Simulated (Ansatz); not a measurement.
in.yaml

```yaml
crystal:
  periodic: [false, false, false]
  atoms:
    - {symbol: Cl, position_ang: [-0.000007, -0.312331, 2.619641]}
    - {symbol: Ga, position_ang: [0.000020, -0.324448, 0.508224]}
    - {symbol: P, position_ang: [-0.000008, -0.396535, -1.626252]}
    - {symbol: H, position_ang: [-0.000004, 1.033315, -1.501613]}
basis:
  gaussian: {orbitals: STO-3G}
total_charge: 1
magnetization: {spin_polarized: false, initial_magnetization: 1}
hamiltonian: {pseudopotentials: {relativity: scalar}}
correlation: {method: ccsd_t, electrons: all}
```

```sh
$ ansatz run in.yaml --threads 1 --pin off --events-out ev --progress --plain --max-ram 2393MiB
```

The program prints:

```
384 factors; integrals over basis functions are off by at most 6.8e-5 eV
mean field evaluation 1: about -73719.0265 eV, gradient 2.0e1 eV
mean field evaluation 2: about -73719.0425 eV, gradient 2.0e1 eV
mean field evaluation 4: about -73721.7450 eV, gradient 2.2e0 eV
mean field evaluation 8: about -73721.7901 eV, gradient 2.4e-3 eV
mean field evaluation 16: about -73721.7692 eV, gradient 2.9e-1 eV
mean field evaluation 32: about -73722.3676 eV, gradient 2.0e-3 eV
mean field evaluation 64: about -73722.4003 eV, gradient 1.2e-1 eV
mean field evaluation 96: about -73715.6089 eV, gradient 6.7e0 eV
mean field evaluation 128: about -73721.7898 eV, gradient 2.2e-1 eV
mean field evaluation 160: about -73716.2300 eV, gradient 3.3e0 eV
mean field evaluation 192: about -73714.2921 eV, gradient 1.3e1 eV
mean field evaluation 224: about -73715.4299 eV, gradient 3.5e0 eV
mean field evaluation 256: about -73713.1537 eV, gradient 2.1e1 eV
mean field -73722.40110864 eV, -2709.2482699043 hartree, gradient 1.7e-6 eV, S^2 0.750000; 11 other end points of the search recorded, 0 dependent functions left out
mean field evaluation 288: about -73721.8233 eV, gradient 2.8e-1 eV
mean field evaluation 320: about -73721.0255 eV, gradient 7.3e-1 eV
mean field evaluation 352: about -73721.2628 eV, gradient 1.0e0 eV
mean field evaluation 384: about -73721.6484 eV, gradient 6.1e-4 eV
mean field evaluation 416: about -73721.8047 eV, gradient 2.7e-1 eV
mean field evaluation 448: about -73721.3501 eV, gradient 4.9e0 eV
mean field evaluation 480: about -73721.8008 eV, gradient 8.8e-2 eV
mean field evaluation 512: about -73720.8515 eV, gradient 6.9e0 eV
mean field evaluation 544: about -73721.5931 eV, gradient 1.1e0 eV
mean field evaluation 576: about -73721.6484 eV, gradient 6.1e-4 eV
mean field evaluation 608: about -73722.4616 eV, gradient 1.8e0 eV
mean field evaluation 640: about -73722.8867 eV, gradient 4.3e-3 eV
mean field evaluation 672: about -73721.9502 eV, gradient 2.8e-1 eV
mean field evaluation 704: about -73721.7972 eV, gradient 2.5e-4 eV
determinant -73722.40110864 eV, -2709.2482699043 hartree, with singles and doubles -73726.08894601 eV, -2709.3837954280 hartree
determinant -73721.78974019 eV, -2709.2258025281 hartree, with singles and doubles -73725.24327287 eV, -2709.3527175131 hartree
determinant -73720.85726326 eV, -2709.1915346331 hartree, with singles and doubles -73725.46973313 eV, -2709.3610397743 hartree
determinant -73719.19477548 eV, -2709.1304393340 hartree, with singles and doubles -73724.47660255 eV, -2709.3245428987 hartree
determinant -73722.29972549 eV, -2709.2445441423 hartree, with singles and doubles -73726.08715543 eV, -2709.3837296251 hartree
determinant -73722.29972549 eV, -2709.2445441423 hartree, with singles and doubles -73726.12612869 eV, -2709.3851618662 hartree
determinant -73722.40110864 eV, -2709.2482699043 hartree, with singles and doubles -73726.13001006 eV, -2709.3853045040 hartree
unrestricted determinant -73722.88670467 eV, -2709.2661152294 hartree, S^2 1.3929
reference -73722.40110864 eV, -2709.2482699043 hartree; 32, 31 occupied and 5, 6 virtual orbitals, 384 factors
second order -2.99977533 eV of doubles, -0.00214301 eV of singles
cycle   1  -3.72889881 eV  change    2.6e-6 eV  update   7.3e-6
perturbative correction -0.15910576 eV, -0.0058470287 hartree
Total energy: -73726.28911321 eV, -2709.3911514368 hartree
Relativity: scalar
```

Ran on 1 thread of Arm Neoverse V1, shared host: 40 s wall, 0.18 GiB peak host memory.
